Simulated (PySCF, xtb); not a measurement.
H₃Si, SMILES [SiH3], multiplicity 2.

Harmonic wavenumbers (cm⁻¹) from GFN2-xTB (xtb) at its own minimum, in rising order: 490, 765, 765, 2360, 2389, 2390.

**Question.** What does B3LYP-D3(BJ)/def2-TZVPD (PySCF) give at its own minimum? (The exact figures need the calculation; the answer reports its results.)

**Answer.** 768, 936, 936, 2192, 2231, 2231. Paired by order, the mean absolute difference is 184 cm⁻¹ and the zero-point energies are 13.1 and 13.3 kcal/mol.
